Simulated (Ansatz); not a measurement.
Cost and result for the atomization energy of C3H6N2O, SMILES `C=NC(=N)OC` (12 atoms, 11 bonds).

Z-matrix (Å, degrees):
```
C
O 1 1.420
H 1 1.091 2 110.5
H 1 1.088 2 105.8 3 -119.9
H 1 1.091 2 110.5 3 120.2
C 2 1.337 1 115.8 3 -60.1
N 6 1.408 2 115.1 1 -180.0
N 6 1.264 2 122.1 1 -0.0
C 7 1.265 6 119.1 2 0.0
H 8 1.016 6 108.4 2 -180.0
H 9 1.089 7 118.0 6 180.0
H 9 1.092 7 123.7 6 0.0
```

The species carries charge 0 and has multiplicity 1. Geometry: relaxed with PBE0-D4/def2-TZVP. It is one conformer, not always the lowest. Program: Ansatz. All runs use 4 threads of an Arm Neoverse V2 on a shared host. Times are those of one run each, without the atoms' runs, and a repeat can differ threefold. Electronic energies, without spin–orbit coupling; frozen cores. CCSD(T)/CBS adds CCSD(T) − MP2 in def2-TZVPP to the MP2 limit, and its time is that of the two runs behind it. T1 = 0.014; the RHF reference is unstable towards UHF. B3LYP takes the VWN-RPA correlation (the form of Gaussian; ORCA's B3LYP/G). HSE06 is the plane-wave form, built on full-range PBE exchange.

CCSD(T)/CBS is a level of theory with its own doubt, some kJ/mol a heavy atom from the limit and from the frozen cores, so smaller differences don't rank the functionals.

```json
{"level": "revPBE-D4/def2-TZVPP", "functions": "270", "wall time": "1.9 s", "atomization (kJ/mol)": "4915.1", "difference from CCSD(T)/CBS": "62.9", "per bond": "5.7"}
{"level": "PBE-D4/def2-TZVPP (with forces)", "functions": "270", "wall time": "2.3 s", "atomization (kJ/mol)": "5064.7", "difference from CCSD(T)/CBS": "212.5", "per bond": "19.3"}
{"level": "PBE0-D4/def2-TZVPP", "functions": "270", "wall time": "2.7 s", "atomization (kJ/mol)": "4904.9", "difference from CCSD(T)/CBS": "52.7", "per bond": "4.8"}
{"level": "BHLYP-D4/def2-TZVPP", "functions": "270", "wall time": "2.7 s", "atomization (kJ/mol)": "4667.9", "difference from CCSD(T)/CBS": "-184.3", "per bond": "-16.8"}
{"level": "HSE06-D4/def2-TZVPP", "functions": "270", "wall time": "2.9 s", "atomization (kJ/mol)": "4910.1", "difference from CCSD(T)/CBS": "57.9", "per bond": "5.3"}
{"level": "B3LYP-D4/def2-TZVPP (with forces)", "functions": "270", "wall time": "4.1 s", "atomization (kJ/mol)": "4890.6", "difference from CCSD(T)/CBS": "38.4", "per bond": "3.5"}
{"level": "r2SCANh-D4/def2-TZVPP", "functions": "270", "wall time": "4.4 s", "atomization (kJ/mol)": "4820.3", "difference from CCSD(T)/CBS": "-31.9", "per bond": "-2.9"}
{"level": "B97M-V/def2-TZVPP", "functions": "270", "wall time": "8 s", "atomization (kJ/mol)": "4868.9", "difference from CCSD(T)/CBS": "16.7", "per bond": "1.5"}
{"level": "CCSD(T)/def2-SVP", "functions": "114", "wall time": "8 s", "atomization (kJ/mol)": "4594.8", "difference from CCSD(T)/CBS": "-257.4", "per bond": "-23.4"}
{"level": "ωB97M-V/def2-TZVPP (with forces)", "functions": "270", "wall time": "11 s", "atomization (kJ/mol)": "4888.5", "difference from CCSD(T)/CBS": "36.3", "per bond": "3.3"}
{"level": "MP2/def2-QZVPP", "functions": "522", "wall time": "30 s", "atomization (kJ/mol)": "4902.8", "difference from CCSD(T)/CBS": "50.6", "per bond": "4.6"}
{"level": "CCSD(T)/def2-TZVPP", "functions": "270", "wall time": "3.8 min", "atomization (kJ/mol)": "4707.3", "difference from CCSD(T)/CBS": "-144.9", "per bond": "-13.2"}
{"level": "CCSD(T)/CBS(def2)", "functions": "–", "wall time": "4.3 min", "atomization (kJ/mol)": "4852.2", "difference from CCSD(T)/CBS": "0.0", "per bond": "0.0"}
```

From BLYP to BHLYP (50 % exact exchange), in def2-TZVPP and without D4, the atomization energy moves by −240.6 kJ/mol: exact exchange takes away binding that semilocal exchange gives to molecules. At CCSD(T), def2-SVP lies −257.4 kJ/mol from the extrapolated value and def2-TZVPP −144.9 kJ/mol: correlation converges slowly with the basis, and small sets miss more of it in the bonded molecule than in its fragments. The D4 term adds +35.4 kJ/mol with B3LYP and +18.7 kJ/mol with PBE0; it sums over pairs of atoms, weighted by their polarisabilities, and B3LYP, whose exchange is more repulsive, gets the larger term.
